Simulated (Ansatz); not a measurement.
Relaxation of C3H3NO (8 atoms, charge 0, multiplicity 1), to a largest force component of 0.015 eV/Å in at most 40 steps.

Level of theory: RKS LDA/def2-SVP in Ansatz 0.2.0.

```xyz
8
Properties=species:S:1:pos:R:3:forces:R:3
C 0.252 1.524 0.016 -2.42 4.20 -0.44
C 0.222 0.249 0.026 -0.76 0.90 -0.14
O 1.216 -0.662 0.179 7.60 0.46 1.13
C 0.067 -1.103 0.010 -7.07 -7.10 -0.94
N -0.556 -2.234 -0.069 -0.51 4.09 -0.14
H -0.726 2.123 -0.143 1.25 -0.91 0.22
H 1.143 2.141 0.135 0.49 -0.09 0.09
H 0.072 -2.992 0.028 1.42 -1.56 0.22
```

Question: Where does it end, and by what steps?

Answer: The forces met the threshold. After 7 steps the energy has fallen by 0.817 eV; O3 moved furthest, 0.17 Å.

```json
{"step": "0", "energy less start (eV)": "0.0000", "largest force component (eV/Å)": "7.604", "accepted": "yes"}
{"step": "1", "energy less start (eV)": "-0.6343", "largest force component (eV/Å)": "3.194", "accepted": "yes"}
{"step": "2", "energy less start (eV)": "-0.7798", "largest force component (eV/Å)": "0.712", "accepted": "yes"}
{"step": "3", "energy less start (eV)": "-0.8064", "largest force component (eV/Å)": "0.503", "accepted": "yes"}
{"step": "4", "energy less start (eV)": "-0.8028", "largest force component (eV/Å)": "0.380", "accepted": "no"}
{"step": "5", "energy less start (eV)": "-0.8167", "largest force component (eV/Å)": "0.094", "accepted": "yes"}
{"step": "6", "energy less start (eV)": "-0.8173", "largest force component (eV/Å)": "0.017", "accepted": "yes"}
{"step": "7", "energy less start (eV)": "-0.8173", "largest force component (eV/Å)": "0.011", "accepted": "yes"}
```

```xyz
8
Properties=species:S:1:pos:R:3
C 0.217 1.565 0.006
C 0.342 0.250 0.039
O 1.384 -0.687 0.206
C 0.072 -1.124 0.012
N -0.607 -2.163 -0.080
H -0.777 2.012 -0.149
H 1.097 2.217 0.133
H -0.039 -3.022 0.014
```

Run time: 11 s on 1 thread of Arm Neoverse V2 (shared host), peak memory 0.12 GiB.
